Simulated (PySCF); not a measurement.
Molecule: trans-CHF=CHCOOH (SMILES O=C(O)/C=C/F).

Molfile (atoms numbered from 1):
```
C3H3FO2
     RDKit          3D

  9  8  0  0  0  0  0  0  0  0999 V2000
    1.0867   -1.2691   -0.5632 O   0  0  0  0  0  0  0  0  0  0  0  0
    0.9123   -0.1871   -0.0577 C   0  0  0  0  0  0  0  0  0  0  0  0
    1.9215    0.5955    0.3467 O   0  0  0  0  0  0  0  0  0  0  0  0
   -0.3960    0.4404    0.1927 C   0  0  0  0  0  0  0  0  0  0  0  0
   -1.4980   -0.2255   -0.1562 C   0  0  0  0  0  0  0  0  0  0  0  0
   -2.7089    0.2560    0.0281 F   0  0  0  0  0  0  0  0  0  0  0  0
    2.7372    0.1102    0.1488 H   0  0  0  0  0  0  0  0  0  0  0  0
   -0.4454    1.4276    0.6544 H   0  0  0  0  0  0  0  0  0  0  0  0
   -1.4766   -1.2173   -0.6194 H   0  0  0  0  0  0  0  0  0  0  0  0
  1  2  2  0
  2  3  1  0
  2  4  1  0
  4  5  2  0
  5  6  1  0
  3  7  1  0
  4  8  1  0
  5  9  1  0
M  END
```

Geometry PBE0-D3(BJ)/def2-SVP throughout; GIAO in PySCF, gas phase, one conformer, non-relativistic; equivalent atoms averaged; functional PBE0.

Question: How do the absolute shieldings σ depend on the basis set? (ppm; last column core-seconds on shared hosts with different chips, so compare them loosely)

Answer: 
```
    basis set  functions     O1     O3     C5     C2     C4     F6     H9     H8     H7  core-s
       STO-3G         33  -40.4  216.2  106.4  120.7  141.3  307.9  25.60  26.85  27.37     1.9
        6-31G         60  -52.1  128.7   34.5   39.0   93.7  275.3  24.32  26.66  27.59     3.8
     pcSseg-0         60  -92.9  118.1    6.6   11.9   74.9  258.3  24.41  26.85  27.93     3.6
       6-31G*         90  -14.3  144.2   32.0   39.8   95.2  284.8  24.18  26.60  27.01     5.3
     def2-SVP         99  -23.8  145.9   27.1   33.8   91.2  285.9  23.79  25.84  26.41     5.5
      cc-pVDZ         99  -23.1  145.7   30.0   36.6   93.4  282.8  23.66  25.86  26.56     6.3
     pcSseg-1        117  -59.6  119.6    7.1   15.4   76.5  268.4  23.41  25.48  25.73      10
  aug-cc-pVDZ        165  -17.4  141.9   28.3   31.5   92.1  290.9  23.25  25.45  25.90      13
6-311+G(2d,p)        180  -43.4  122.7   11.7   18.6   79.6  276.7  23.52  25.64  26.25      13
    def2-TZVP        204  -46.2  123.8   10.1   17.2   79.6  274.6  23.51  25.64  26.19      16
      cc-pVTZ        222  -44.8  126.4   12.3   19.2   81.3  273.8  23.39  25.47  25.80      19
     IGLO-III        240  -53.5  117.7    3.6   11.4   73.4  274.0  23.34  25.48  25.84      20
     pcSseg-2        258  -55.5  118.0    2.4   10.0   73.1  273.0  23.25  25.32  25.54      44
```

Question: Which nucleus moves most, in ppm?

Answer: C2 (carboxylic acid carbon): from 10.0 ppm with pcSseg-2 to 120.7 ppm with STO-3G. The smallest spread is 1.53 ppm, at H8. Proton shifts span only some 12 ppm, so a few tenths of a ppm matter as much there as several ppm in carbon.

Question: Taking the largest basis, pcSseg-2 (258 functions), as the yardstick, rank the others by their worst heavy-atom deviation.

Answer: IGLO-III 2.0 ppm (240 functions), pcSseg-1 5.4 ppm (117 functions), def2-TZVP 9.3 ppm (204 functions), cc-pVTZ 10.7 ppm (222 functions), 6-311+G(2d,p) 12.1 ppm (180 functions), def2-SVP 31.7 ppm (99 functions), 6-31G 32.1 ppm (60 functions), cc-pVDZ 32.4 ppm (99 functions), pcSseg-0 37.4 ppm (60 functions), aug-cc-pVDZ 38.1 ppm (165 functions), 6-31G* 41.2 ppm (90 functions), STO-3G 110.7 ppm (33 functions).

A small basis that lands close on one nucleus may do so by chance; judge by the trend and by all nuclei.
